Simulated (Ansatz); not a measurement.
A made-up structure of SiNH$_{4}$ (charge +1), closed shell:

N1  (-0.019, -0.847, 0.129)
Si2  (0.017, 0.770, -0.117)
H3  (0.304, 0.747, 1.273)
H4  (-0.403, -1.281, 0.960)
H5  (0.606, 1.254, -1.371)
H6  (-0.543, 1.629, 0.932)
(Å)

It is relaxed with PBE-D4/def2-SVP and then PBE0-D4/def2-TZVP (Ansatz 0.2.0). Atoms count as bonded within 1.22 times the sum of their covalent radii (H–H: 0.88 Å). The end point is not checked to be a true minimum.

**Question.** Does its bonding change? (A judgement: the text doesn't fix the answer.)

**Answer.** Computed: Yes. Formed: N1–H3; broken: Si2–H3.

Where it ends: The first stage lowers the energy by 5.06 eV in 12 steps. It ends as SiNH₄ ([NH2][SiH2]), total charge +1:
```
6
angstrom
N 0.0044 -0.3521 0.7488
Si -0.0160 1.0431 -0.1059
H -0.0966 -0.3959 1.7563
H 0.1195 -1.2672 0.3287
H 0.1425 0.9501 -1.5615
H -0.1913 2.2941 0.6402
```

Labels in which every atom is bracketed show which atoms are joined, not bond orders.

For scale, one of the runs: PBE0-D4/def2-TZVP relaxation, 92 basis functions, launched by `ansatz run in.yaml --threads 2 --pin off --events-out ev --progress --plain --max-ram 4352MiB`. Hardware: 2 CPU threads of an Arm Neoverse V1, shared host. Wall time about 5.5 s.
